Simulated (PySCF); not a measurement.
Reproducing measurements on 2-propanamine

**The experiment to reproduce.**

From NIST CCCBDB Release 22 (SRD 101), experimental polarizabilities, for the gas: mean polarisability 7.769 Å³.

How close the calculation comes is told at the end.

Species: 2-propanamine, C₃H₉N.
SMILES with atom numbers: `[CH3:1][CH:2]([CH3:3])[NH2:4]` (hydrogens: H5, H6, H7 on C1; H8 on C2; H9, H10, H11 on C3; H12, H13 on N4)

Structure used (PBE0-D3(BJ)/def2-TZVP), in Å, numbered top down from 1:
```xyz
13
C3H9N angstrom
C      1.256   -0.432    0.404
C     -0.048   -0.161   -0.322
C     -0.460    1.294   -0.193
N     -1.092   -0.999    0.253
H      1.144   -0.217    1.470
H      2.062    0.187    0.003
H      1.555   -1.479    0.300
H      0.113   -0.372   -1.393
H      0.298    1.954   -0.620
H     -1.402    1.485   -0.716
H     -0.600    1.553    0.859
H     -1.972   -0.853   -0.227
H     -0.858   -1.980    0.153
```

Runs made with PySCF (gas phase, on this PBE0-D3(BJ)/def2-TZVP geometry; no spin–orbit coupling):

| level | job | basis functions |
| --- | --- | --- |
| CAM-B3LYP/aug-cc-pVTZ | 10 singlets by full TDDFT, 4 Tamm–Dancoff triplets, polarisability | 391 |
| PBE0/aug-cc-pVTZ | 10 singlets by full TDDFT, 4 Tamm–Dancoff triplets, polarisability, dynamic polarisability | 391 |
| wB97X-D/aug-cc-pVTZ | 10 singlets by full TDDFT, 4 Tamm–Dancoff triplets, polarisability, ΔSCF ions | 391 |

## Comparison

**Mean polarisability.** Measured: 7.769 Å³ (NIST CCCBDB Release 22 (SRD 101), experimental polarizabilities).

```csv
level,computed (Å³),computed − measured (Å³),% (from the printed values)
CAM-B3LYP/aug-cc-pVTZ,7.420,-0.349,-4
PBE0/aug-cc-pVTZ,7.494,-0.275,-4
wB97X-D/aug-cc-pVTZ,7.421,-0.348,-4
```

All 3 levels lie below the measurement. The computed values are static and purely electronic, with core orbitals frozen in the response (1 au = 0.148185 Å³). The table of measured values doesn't say here whether a value is static or optical, or holds a vibrational part. The measurement averages over conformers, the calculation has one.

No measured geometry was used, and the causes of the misses weren't examined.
